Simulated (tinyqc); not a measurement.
Inside a calculation (part 3 of 3). Method: UHF in the sto-3g basis, for H2O+, spin multiplicity 2. Computed by tinyqc, a small Python program that keeps every step (integrals from PySCF). Command: `OMP_NUM_THREADS=1 python tinyqc.py 24738 24739 out.jsonl` (the two numbers bound the seeds that draw the settings). One thread of a shared host (Intel(R) Xeon(R) Processor @ 2.60GHz), about 0.1 s of CPU time with the checks.

Geometry (angstrom):

| atom | x | y | z |
|---|---|---|---|
| O | 0.000000 | 0.000000 | 0.000000 |
| H | 0.000000 | 0.788000 | 0.764000 |
| H | 0.000000 | -0.808000 | 0.783000 |

## Convergence

Stop when the energy changes by less than 1e-10 hartree and every element of the error matrix X^T (F D S - S D F) X (for each spin) is below 3e-06.

Course of the cycle:

| iteration | E (hartree) | change | largest element of the error matrix |
|---|---|---|---|
| 1 | -73.57887894 | - | 3.78e-01 |
| 2 | -74.64006481 | -1.06e+00 | 5.64e-02 |
| 3 | -74.65065680 | -1.06e-02 | 1.82e-02 |
| 4 | -74.65144800 | -7.91e-04 | 4.69e-03 |
| 5 | -74.65160711 | -1.59e-04 | 3.54e-03 |
| 6 | -74.65167780 | -7.07e-05 | 1.34e-03 |
| 7 | -74.65169159 | -1.38e-05 | 3.96e-04 |
| 8 | -74.65169260 | -1.01e-06 | 3.09e-05 |
| 9 | -74.65169262 | -1.37e-08 | 1.34e-05 |
| 10 | -74.65169262 | -2.43e-09 | 4.62e-06 |
| 11 | -74.65169262 | -1.61e-10 | 1.24e-06 |
| 12 | -74.65169262 | -2.91e-11 | 1.91e-07 |

PySCF UHF in the same basis, after a stability check = -74.65169262 hartree

Converged in 12 iterations.

## Populations, bond orders and dipole

D(alpha) after iteration 12:
```
            1O 1s      1O 2s    1O 2px     1O 2py     1O 2pz      2H 1s      3H 1s
1O 1s    1.056954  -0.241449  0.000000   0.000581   0.033421  -0.006242  -0.006239
1O 2s   -0.241449   1.041855  0.000000  -0.004407  -0.185996  -0.014808  -0.011149
1O 2px   0.000000   0.000000  1.000000   0.000000   0.000000   0.000000   0.000000
1O 2py   0.000581  -0.004407  0.000000   0.611636  -0.004233   0.244703  -0.244665
1O 2pz   0.033421  -0.185996  0.000000  -0.004233   0.706325   0.200911   0.199105
2H 1s   -0.006242  -0.014808  0.000000   0.244703   0.200911   0.157700  -0.039629
3H 1s   -0.006239  -0.011149  0.000000  -0.244665   0.199105  -0.039629   0.154625
```

D(beta) after iteration 12:
```
            1O 1s      1O 2s    1O 2px     1O 2py     1O 2pz      2H 1s      3H 1s
1O 1s    1.055038  -0.232172  0.000000   0.000453   0.044974  -0.011204  -0.010723
1O 2s   -0.232172   1.000344  0.000000  -0.003739  -0.240679  -0.002588  -0.000952
1O 2px   0.000000   0.000000  0.000000   0.000000   0.000000   0.000000   0.000000
1O 2py   0.000453  -0.003739  0.000000   0.508831  -0.000123   0.271412  -0.274587
1O 2pz   0.044974  -0.240679  0.000000  -0.000123   0.637067   0.223897   0.224660
2H 1s   -0.011204  -0.002588  0.000000   0.271412   0.223897   0.231323  -0.059893
3H 1s   -0.010723  -0.000952  0.000000  -0.274587   0.224660  -0.059893   0.234778
```

overlap S:
```
           1O 1s     1O 2s    1O 2px     1O 2py    1O 2pz     2H 1s      3H 1s
1O 1s   1.000000  0.236704  0.000000   0.000000  0.000000  0.038629   0.036177
1O 2s   0.236704  1.000000  0.000000   0.000000  0.000000  0.387563   0.371652
1O 2px  0.000000  0.000000  1.000000   0.000000  0.000000  0.000000   0.000000
1O 2py  0.000000  0.000000  0.000000   1.000000  0.000000  0.245244  -0.237704
1O 2pz  0.000000  0.000000  0.000000   0.000000  1.000000  0.237775   0.230350
2H 1s   0.038629  0.387563  0.000000   0.245244  0.237775  1.000000   0.223356
3H 1s   0.036177  0.371652  0.000000  -0.237704  0.230350  0.223356   1.000000
```

Mulliken: Z minus the diagonal of D S on the atom; Loewdin: the same with S^(1/2) D S^(1/2); Mayer order: 2 sum_s sum (D(s) S)_ij (D(s) S)_ji over the two atoms.

Charges (e):

| atom | Mulliken | Loewdin | Mulliken spin |
|---|---|---|---|
| 1O | 0.170066 | 0.300769 | 1.177912 |
| 2H | 0.413040 | 0.345290 | -0.085658 |
| 3H | 0.416894 | 0.353941 | -0.092254 |

Mayer bond orders:

| pair | order |
|---|---|
| 2-1 | 0.820079 |
| 3-1 | 0.815707 |
| 3-2 | 0.001982 |

dipole moment about the origin, x y z (debye): 0.000000  -0.054735  3.625076

<S^2> of the determinant (pure state: 0.75) = 0.764013
